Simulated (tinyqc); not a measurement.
Worked calculation: RKS/BP86 in the sto-3g basis, for OH-, spin multiplicity 1. The basis has no diffuse functions, so it cannot describe the extra electron: this is an exercise in the method, not the real anion. One step of it, computed by the program tinyqc.

Task: Orthogonalisation. S = U s U^T; symmetric (Loewdin) form X = U s^(-1/2) U^T, so that X^T S X = 1.

overlap S, lower triangle:
```
,1O 1s,1O 2s,1O 2px,1O 2py,1O 2pz,2H 1s
1O 1s,1.000000
1O 2s,0.236704,1.000000
1O 2px,0.000000,0.000000,1.000000
1O 2py,0.000000,0.000000,0.000000,1.000000
1O 2pz,0.000000,0.000000,0.000000,0.000000,1.000000
2H 1s,0.048289,0.444607,0.000000,0.000000,0.376745,1.000000
```

Give: eigenvalues of S; X.

Result:

eigenvalues of S: 0.4010  0.8395  1.0000  1.0000  1.1318  1.6277

X, lower triangle:
```
,1O 1s,1O 2s,1O 2px,1O 2py,1O 2pz,2H 1s
1O 1s,1.0231
1O 2s,-0.1328,1.1264
1O 2px,0.0000,0.0000,1.0000
1O 2py,0.0000,0.0000,0.0000,1.0000
1O 2pz,-0.0083,0.0867,0.0000,0.0000,1.0719
2H 1s,0.0232,-0.2932,0.0000,0.0000,-0.2440,1.1731
```
